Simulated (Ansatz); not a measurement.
Ansatz (a program for electronic structure) input:

Ansatz 0.2 input:
```yaml
crystal:
  periodic: [false, false, false]
  atoms:
    - {symbol: O, position_ang: [-0.00000000, -0.00000000, -0.55280743]}
    - {symbol: O, position_ang: [0.00000000, 0.00000000, 0.55280743]}
basis:
  gaussian:
    orbitals: def2-TZVPD
hamiltonian:
  xc: {name: PBE0}
total_charge: 1
magnetization: {spin_polarized: true, initial_magnetization: 1}
output: {forces: true}
```

Problem. Predict the final energy.

Solution. -149.78116 Eh (PBE0/def2-TZVPD). The basis has 80 functions.
